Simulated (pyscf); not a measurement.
F–Si:–F [singlet] + SiH₂ [singlet] → F–Si(F)=SiH₂, gas phase, singlet surface. Structures and frequencies: ωB97X-D3(BJ)/def2-SVP in PySCF. MP2 and CC: frozen core, UHF for open shells. ΔMP2 is the change of the MP2 total energy from the triple- to the quadruple-zeta basis. ΔG in kcal/mol from CCSD(T)/def2-TZVPP + ΔMP2(QZVPP) energies (ideal gas, 1 atm, RRHO with modes under 100 cm⁻¹ raised to 100, one conformer, R ln 2 for chiral ones without a mode under 150 cm⁻¹).

```json
[
 {"T (K)": "298", "ΔG": "-20.2"},
 {"T (K)": "600", "ΔG": "-9.8"},
 {"T (K)": "900", "ΔG": "?"},
 {"T (K)": "1200", "ΔG": "+9.7"}
]
```

**Question.** Fit a line to the three values, predict ΔG at 900 K, and estimate where the reaction turns unfavourable at 1 atm of each gas.

**Answer.** Least squares gives ΔG = -29.9 + 33.1 × T/1000 K, so ΔS is about -138 J/(mol K) and ΔH about -29.9 kcal/mol over this range (ΔH at 298 K: -30.6). At 900 K the line gives -0.1; the computed value is +0.1. ΔG = 0 falls near 900 K; 1 kcal/mol in the energy moves that by 30 K. This is thermodynamics alone and says nothing of the barrier. The CCSD(T) − MP2 part came from Ansatz, without density fitting, on the same reference.
